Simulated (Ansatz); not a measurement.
```yaml
crystal:
  periodic: [false, false, false]
  atoms:
    - {symbol: Al, position_ang: [-2.327230, -0.130157, 0.000000]}
    - {symbol: Al, position_ang: [-0.076630, 0.219843, 0.000000]}
    - {symbol: S, position_ang: [2.025170, -0.130157, 0.000000]}
    - {symbol: H, position_ang: [-0.076630, 1.739843, 0.000000]}
basis:
  gaussian: {orbitals: def2-TZVP}
magnetization: {spin_polarized: true, initial_magnetization: 3}
hamiltonian: {xc: pbe0}
relax: {f_tol: 0.004, max_steps: 80}
```

```sh
$ ansatz run in.yaml --threads 1 --pin off --events-out ev --progress --plain --max-ram 2176MiB
```

Steps of the relaxation (energy above the last step; positions in Å, forces in eV/Å):

```
4
step 1, 492.9 meV
Al   -2.327   -0.130    0.000   -1.971   -0.379    0.000
Al   -0.077    0.220    0.000    1.638   -0.637    0.000
S     2.025   -0.130    0.000    0.616   -0.385    0.000
H    -0.077    1.740    0.000   -0.284    1.401    0.000
```

```
4
step 2, 177.3 meV
Al   -2.383   -0.166    0.000   -0.530   -0.214    0.000
Al   -0.003    0.262    0.000    0.482    0.235    0.000
S     2.107   -0.245    0.000    0.124   -0.205    0.000
H    -0.177    1.848    0.000   -0.076    0.184    0.000
```

```
4
step 3, 96.2 meV
Al   -2.377   -0.295    0.000    0.063   -0.114    0.000
Al    0.046    0.405    0.000   -0.009    0.252    0.000
S     2.100   -0.414    0.000   -0.254    0.074    0.000
H    -0.224    2.003    0.000    0.200   -0.212    0.000
```

```
4
step 5, 2.4 meV
Al   -2.260   -0.626    0.000    0.059    0.010    0.000
Al   -0.050    0.628    0.000   -0.023   -0.081    0.000
S     1.834   -0.513    0.000   -0.050    0.012    0.000
H     0.021    2.211    0.000    0.014    0.059    0.000
```

```
4
step 7, 0.0 meV
Al   -2.210   -0.677    0.000    0.004    0.004    0.000
Al   -0.067    0.668    0.000    0.005   -0.004    0.000
S     1.769   -0.544    0.000   -0.004    0.001    0.000
H     0.052    2.252    0.000   -0.004   -0.001    0.000
```

```
4
step 8, 0.0 meV
Al   -2.211   -0.673    0.000    0.000    0.000    0.000
Al   -0.065    0.666    0.000   -0.001    0.000    0.000
S     1.772   -0.544    0.000    0.000    0.000    0.000
H     0.048    2.250    0.000    0.000    0.000    0.000
```

Close pairs at the end: Al2–H4 1.588 Å, Al2–S3 2.200 Å, Al1–Al2 2.529 Å.

A stationary point of unrestricted PBE0 after 8 steps, with ⟨S²⟩ = 3.762 against 3.75 for a pure state; no frequencies were run, so it isn't proven a minimum. 53 s on 1 thread of Intel Xeon 6975P-C, shared host.
